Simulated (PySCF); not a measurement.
Numbering as in the mapped SMILES `[CH3:1][O:2][C:3](=[O:4])[O-:5]` (H(Xn): hydrogen on atom n).

Geometry: PBE0-D3(BJ)/def2-SVP; GIAO shifts from PySCF, gas phase, non-relativistic, averaged over equivalent atoms.

At PBE0/pcSseg-1 (100 basis functions, 5.2 s wall time on 1 thread of an Arm Neoverse V2, shared host):
```json
{"atoms": "C3", "δ (ppm)": "154.9"}
{"atoms": "C1", "δ (ppm)": "49.8"}
{"atoms": "O4/O5", "δ (ppm)": "222.0"}
{"atoms": "O2", "δ (ppm)": "132.7"}
{"atoms": "H(C1)", "δ (ppm)": "3.54"}
```

δ = σ(ref) − σ, references computed at the same level: TMS for ¹³C (σ = 184.41 ppm) and ¹H (σ = 31.27 ppm); ¹⁷O (σ = 334.56 ppm) vs H2O.

Q: Predict the values at KT3/pcSseg-2 on the same geometry.

A: 
```csv
atoms,δ at KT3/pcSseg-2,change
C3,149.7,-5.2
C1,51.1,+1.3
O4/O5,204.4,-17.6
O2,136.2,+3.5
H(C1),3.81,+0.27
```

Shifts are taken against calculated references (same method and geometry level): ¹³C (σ = 181.31 ppm), ¹H (σ = 31.35 ppm) against TMS; H2O for ¹⁷O (σ = 323.80 ppm).

The largest change is at O4/O5 (carboxylate oxygen). Cost: 222 basis functions, 24 s wall time on 1 thread of an Arm Neoverse V2, shared host.

Experimental scales use liquid or dissolved standards, which lie at an offset from isolated H2O (liquid H2O: subtract about 36 ppm).
